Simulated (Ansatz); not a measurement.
Which is lower?

The two ends of one reaction step of AlH₇O₂, singlet (PBE0-D4/def2-TZVP).

A:

Al1  (-1.215, 0.358, -0.719)
H2  (-0.994, -1.171, -0.197)
H3  (-1.119, 0.563, -2.301)
H4  (-2.270, 1.191, 0.133)
H5  (1.009, 0.359, 0.366)
O6  (0.537, 1.053, -0.180)
H7  (0.430, -1.427, 0.722)
O8  (1.275, -1.072, 1.066)
H9  (1.102, 1.313, -0.913)
H10  (1.244, -1.167, 2.022)
(Å)

B:

Al1  (-0.915, 0.646, -0.593)
H2  (-0.772, -1.497, -0.744)
H3  (-1.531, 0.485, -2.044)
H4  (-1.760, 0.733, 0.735)
H5  (1.297, -0.027, 0.860)
O6  (0.718, 1.186, -0.464)
H7  (-0.353, -1.432, -0.107)
O8  (1.132, -0.850, 1.350)
H9  (1.254, 1.337, -1.241)
H10  (0.930, -0.580, 2.249)
(Å)

Program: Ansatz 0.2.0. Basis: def2-TZVPP. Cores are frozen in the correlated methods. B3LYP uses VWN-RPA correlation.

Question: Which structure is lower at CCSD(T), and by how much? (To be estimated.)

Answer: The calculation gives: B, by 0.129 eV (electronic energy, against the other). By their contacts, A is a complex of AlH₅O ([OH2][AlH3]) + H₂O and B is a complex of AlH₃O ([OH][AlH2]) + H₂O + H₂.

Question: Do the other methods give the same order? (A judgement: the text doesn't fix the answer.)

Answer: By the calculation: Not all: SPW92, B97M-V give the other order.

```tsv
method	E(B) − E(A) (eV)
SPW92	0.103
PBE-D4	-0.095
BLYP-D4	-0.205
r2SCAN-D4	-0.124
B97M-V	0.011
PBE0-D4	-0.048
B3LYP-D4	-0.152
r2SCAN0-D4	-0.084
BHLYP-D4	-0.108
CAM-B3LYP-D4	-0.104
wB97X-V	-0.111
wB97M-V	-0.134
B2PLYP	-0.166
PBE-QIDH	-0.075
RPA on PBE	-0.132
HF	-0.109
MP2	-0.191
CCSD	-0.124
CCSD(T)	-0.129
```

No T1 diagnostic of these runs exceeds 0.011.

Labels in which every atom is bracketed show which atoms are joined, not bond orders.

For scale, one of the runs: CCSD(T)/def2-TZVPP, 202 basis functions (an equivalent command: `ansatz run in.yaml --threads 2`). The run took 30 s on 2 CPU threads (shared host), with 2.7 GiB of host memory at its peak.
